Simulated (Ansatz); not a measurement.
# CH3OSi+ (SMILES [OH2+]C#[SiH]): functionals against CCSD(T) at one geometry

A test off equilibrium: a structure displaced at random from a GFN2-xTB minimum is computed at several levels, and each is set against CCSD(T).

The runs use Ansatz 0.2.0, Gaussian basis; single points in def2-TZVPP.

Cores are frozen in the correlated methods.

## Step 1: The starting structure

SMILES `[OH2+]C#[SiH]`, 6 atoms, charge 1, spin multiplicity 1.

Atoms are counted from 1 here; the program's logs count them from 0.

Bond lengths: O1–C2 1.469 Å, O1–H4 1.027 Å, O1–H5 0.932 Å, C2–Si3 1.749 Å, Si3–H6 1.434 Å. Angles: C2–O1–H4 103.5°, C2–O1–H5 107.0°, H4–O1–H5 114.1°, O1–C2–Si3 122.4°, C2–Si3–H6 174.7°.

Geometry (Å):

```xyz
6
CH3OSi
O    -0.5114    0.1281   -1.1075
C     0.0239   -0.6513    0.0171
Si    0.5261    0.0929    1.5179
H     0.2460    0.1009   -1.8013
H    -1.2953   -0.2933   -1.3832
H     0.9987    0.5892    2.7773
```

## Step 2: CCSD(T)/def2-TZVPP

The input, run/in.yaml:

```yaml
crystal:
  periodic: [false, false, false]
  atoms:
    - {symbol: O, position_ang: [-0.511400, 0.128100, -1.107500]}
    - {symbol: C, position_ang: [0.023900, -0.651300, 0.017100]}
    - {symbol: Si, position_ang: [0.526100, 0.092900, 1.517900]}
    - {symbol: H, position_ang: [0.246000, 0.100900, -1.801300]}
    - {symbol: H, position_ang: [-1.295300, -0.293300, -1.383200]}
    - {symbol: H, position_ang: [0.998700, 0.589200, 2.777300]}
basis:
  gaussian: {orbitals: def2-TZVPP}
total_charge: 1
correlation: {method: ccsd_t}
output: {forces: true}
```

On the command line:

```sh
$ ansatz run in.yaml --threads 4 --pin off --events-out ev --progress --plain --max-ram 5222MiB
```

## Step 3: PBE0-D4/def2-TZVPP

run/in.yaml, as its differences from that of step 2:

```diff
@@ -12,3 +12,3 @@
 total_charge: 1
-correlation: {method: ccsd_t}
-output: {forces: true}
+hamiltonian: {xc: pbe0, dispersion: d4}
+output: {forces: true, orbitals: {seedname: orbitals}}
```

## Step 4: wB97M-V/def2-TZVPP

run/in.yaml, as its differences from that of step 3:

```diff
@@ -12,3 +12,3 @@
 total_charge: 1
-hamiltonian: {xc: pbe0, dispersion: d4}
-output: {forces: true, orbitals: {seedname: orbitals}}
+hamiltonian: {xc: {name: wB97M-V}}
+output: {forces: true}
```

## Step 5: r2SCAN-D4/def2-TZVPP

run/in.yaml, as its differences from that of step 4:

```diff
@@ -12,3 +12,3 @@
 total_charge: 1
-hamiltonian: {xc: {name: wB97M-V}}
+hamiltonian: {xc: r2scan, dispersion: d4}
 output: {forces: true}
```

## Step 6: PBE-D4/def2-TZVPP

run/in.yaml, as its differences from that of step 5:

```diff
@@ -12,3 +12,3 @@
 total_charge: 1
-hamiltonian: {xc: r2scan, dispersion: d4}
+hamiltonian: {xc: pbe, dispersion: d4}
 output: {forces: true}
```

## Step 7: B97M-V/def2-TZVPP

run/in.yaml, as its differences from that of step 6:

```diff
@@ -12,3 +12,3 @@
 total_charge: 1
-hamiltonian: {xc: pbe, dispersion: d4}
+hamiltonian: {xc: {name: B97M-V}}
 output: {forces: true}
```

## Step 8: r2SCAN0-D4/def2-TZVPP

run/in.yaml, as its differences from that of step 7:

```diff
@@ -12,3 +12,3 @@
 total_charge: 1
-hamiltonian: {xc: {name: B97M-V}}
+hamiltonian: {xc: {name: r2SCAN0}, dispersion: d4}
 output: {forces: true}
```

(Steps that only read results are left out.)

What does the calculation give? Wanted: energy less free atoms, CCSD(T)/def2-TZVPP; RMS force component; RMS force error; HOMO and LUMO, PBE0-D4; T1 diagnostic.

**Answer**, as computed:

| quantity | value |
| --- | --- |
| energy less free atoms, CCSD(T)/def2-TZVPP | -203.8 kcal/mol |
| RMS force component | 1.641 to 1.820 eV/Å over the methods |
| RMS force error | PBE0-D4 0.232, wB97M-V 0.312, r2SCAN-D4 0.144, PBE-D4 0.225, B97M-V 0.121, r2SCAN0-D4 0.269 eV/Å |
| HOMO and LUMO, PBE0-D4 | -12.04 and -8.23 eV |
| T1 diagnostic | 0.038 |

What this shows: Against CCSD(T) the functionals' energies less atoms differ by -26.6 to +8.1 kcal/mol, PBE-D4 by -26.6 kcal/mol. A larger basis would deepen the CCSD(T) value, while the functionals are nearly converged already, so the order here is not reliable. For forces B97M-V does best and wB97M-V worst. Frozen-core CCSD(T) forces in triple zeta carry basis errors of their own, and this is one geometry, so small gaps rank nothing. The T1 diagnostic is large here, over the usual mark for main-group molecules (transition-metal compounds often pass it harmlessly), so CCSD(T) itself may be off. The restricted Hartree–Fock reference is unstable towards an unrestricted one at one or more of these structures.
